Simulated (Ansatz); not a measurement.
Si$_{2}$NH$_{9}$, singlet: at a first-order saddle point.

Input (in.yaml):

```yaml
crystal:
  periodic: [false, false, false]
  atoms:
    - {symbol: Si, position_ang: [-1.223550, 0.269774, 0.520539]}
    - {symbol: N, position_ang: [-0.076582, -1.072283, 1.134813]}
    - {symbol: H, position_ang: [-1.820176, -0.068082, -0.782577]}
    - {symbol: H, position_ang: [-2.288565, 0.039205, 1.553812]}
    - {symbol: H, position_ang: [-0.712695, 1.633108, 0.749210]}
    - {symbol: H, position_ang: [0.664134, -0.845231, 0.352115]}
    - {symbol: Si, position_ang: [1.187574, 0.501953, -1.309059]}
    - {symbol: H, position_ang: [0.286901, -0.914725, 2.073071]}
    - {symbol: H, position_ang: [-0.460678, -2.014483, 1.078848]}
    - {symbol: H, position_ang: [2.357688, 1.356199, -0.895615]}
    - {symbol: H, position_ang: [1.759895, -0.360602, -2.403396]}
    - {symbol: H, position_ang: [0.326153, 1.475367, -2.071861]}
basis:
  gaussian: {orbitals: def2-TZVPP}
hamiltonian: {xc: {name: wB97M-V}}
```

Command:

```bash
ansatz run in.yaml --threads 4 --pin off --events-out ev --progress --plain --max-ram 9574MiB
```

What Ansatz 0.2.0 printed:

```
Functional definition: wB97M-V
  name "wB97M-V"
  cite "Mardirossian & Head-Gordon, J. Chem. Phys. 144, 214110 (2016) doi:10.1063/1.4952647"
  cite "Becke, J. Chem. Phys. 107, 8554 (1997) doi:10.1063/1.475007"
  cite "Vydrov & Van Voorhis, J. Chem. Phys. 133, 244103 (2010) doi:10.1063/1.3521275"
  # Of w^i u^j: cxij and so on, Table III.
  parameter omega = 0.3/bohr
  parameter cx = 0.15
  parameter cx01 = 1.007
  parameter cx10 = 0.259
  parameter css00 = 0.443
  parameter css04 = -1.437
  parameter css10 = -4.535
  parameter css20 = -3.390
  parameter css43 = 4.278
  parameter cos00 = 1.000
  parameter cos10 = 1.358
  parameter cos20 = 2.924
  parameter cos21 = -8.812
  parameter cos60 = -1.390
  parameter cos61 = 9.142
  parameter b = 6.0
  parameter c = 0.01
  gx(w, u) = 1 - cx + cx01*u + cx10*w
  gss(w, u) = css00 + css04*u^4 + css10*w + css20*w^2 + css43*w^4*u^3
  gos(w, u) = cos00 + cos10*w + (cos20 + cos21*u)*w^2 + (cos60 + cos61*u)*w^6
  exchange = spin_sum(e_x_unif_sr(omega)*gx(b97_w, b97_u_x)) + cx*exact_x_sr(omega) + exact_x_lr(omega)
  correlation = spin_sum(e_c_pw_mod_same_spin*gss(b97_w, b97_u_same))
      + integral(e_c_pw_mod_opposite_spin*gos(b97_w_opposite, b97_u_opposite)) + vv10(b, c)
1268 factors; their error is unknown
323 factors; integrals over basis functions are off by at most 1.3e-5 eV
mean field evaluation 1: about -17385.7645 eV, gradient 3.7e1 eV
mean field evaluation 2: about -17386.5682 eV, gradient 3.2e1 eV
mean field evaluation 4: about -17388.4393 eV, gradient 8.1e-1 eV
mean field evaluation 8: about -17388.4515 eV, gradient 2.8e-1 eV
mean field evaluation 16: about -17388.4516 eV, gradient 5.3e-5 eV
mean field -17388.45162591 eV, -639.0138109364 hartree, gradient 5.3e-5 eV, S^2 0.000000; 0 other end points of the search recorded, 0 dependent functions left out
reference -17388.45168570 eV, -639.0138131335 hartree; 22, 22 occupied and 219, 219 virtual orbitals, 1268 factors
Total energy: -17388.45168570 eV, -639.0138131335 hartree
```

The lines “mean field evaluation” count trial sets of orbitals through the whole run, from several starts and some on an approximate energy, so they need not fall steadily or lie above the final value.

The run took about 6.5 s on 4 CPU threads of an Arm Neoverse V2 (shared host).
